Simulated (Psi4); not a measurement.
This Psi4 input (PBE/6-31+G*) gives -40.44685 Eh with 27 basis functions.

```
memory 8100 MB

molecule {
0 1
C    -0.00000000    0.00000000   -0.00000000
H     0.62054657    0.62688914    0.63896175
H    -0.64285838   -0.62489528    0.61852983
H     0.63693263   -0.63278043   -0.61664082
H    -0.61462083    0.63078657   -0.64085076
}

set {
  basis 6-31+g*
  scf_type df
}

energy('pbe')
print_variables()
```

Change:
```diff
- basis 6-31+g*
+ basis cc-pv(q+d)z
```

What does the run give now?

-40.46664 Eh (PBE/cc-pV(Q+d)Z, 175 functions), a change of -19.79 mEh.
